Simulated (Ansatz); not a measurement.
Ansatz (a first-principles code) input (CCSD(T)/cc-pVTZ):

Ansatz 0.2 input:
```yaml
crystal:
  periodic: [false, false, false]
  atoms:
    - {symbol: C, position_ang: [0.00338377, 0.10886783, 0.55856994]}
    - {symbol: C, position_ang: [-0.00493192, 1.40362732, -0.22443988]}
    - {symbol: C, position_ang: [0.00154860, -1.23332597, -0.22868881]}
    - {symbol: H, position_ang: [-0.86721713, 0.06866735, 1.23737251]}
    - {symbol: H, position_ang: [0.88297494, 0.07298702, 1.22592807]}
    - {symbol: H, position_ang: [0.00802955, -2.13036317, 0.42385519]}
    - {symbol: H, position_ang: [0.88047196, 1.44474346, -0.88717900]}
    - {symbol: H, position_ang: [-0.89911906, 1.44035123, -0.87554232]}
    - {symbol: H, position_ang: [-0.88326491, -1.28787415, -0.87278214]}
    - {symbol: H, position_ang: [0.87812193, -1.28352684, -0.88429978]}
basis:
  gaussian:
    orbitals: cc-pVTZ
total_charge: -1
magnetization: {spin_polarized: false}
correlation: {method: ccsd_t, electrons: outside_noble_gas}
```

End of the output:

```
cycle   1  -15.72185685 eV  change   -5.4e-1 eV  update   8.1e-2
cycle   2  -16.08654684 eV  change   -3.6e-1 eV  update   2.3e-2
cycle   3  -16.15942051 eV  change   -7.3e-2 eV  update   1.5e-2
cycle   4  -16.16118783 eV  change   -1.8e-3 eV  update   5.0e-3
cycle   5  -16.15898684 eV  change    2.2e-3 eV  update   3.6e-3
cycle   6  -16.15936076 eV  change   -3.7e-4 eV  update   1.7e-3
cycle   7  -16.15904963 eV  change    3.1e-4 eV  update   6.4e-4
cycle   8  -16.15893974 eV  change    1.1e-4 eV  update   2.6e-4
cycle   9  -16.15898193 eV  change   -4.2e-5 eV  update   1.3e-4
cycle  10  -16.15896046 eV  change    2.1e-5 eV  update   6.3e-5
cycle  11  -16.15895896 eV  change    1.5e-6 eV  update   2.4e-5
cycle  12  -16.15897674 eV  change   -1.8e-5 eV  update   8.8e-6
cycle  13  -16.15898291 eV  change   -6.2e-6 eV  update   2.7e-6
perturbative correction -0.65525961 eV, -0.0240803466 hartree
Total energy: -3216.98282660 eV, -118.2219383281 hartree
```

It need not be the lowest isomer of its formula. Whether it binds its extra electron was not tested at this geometry.
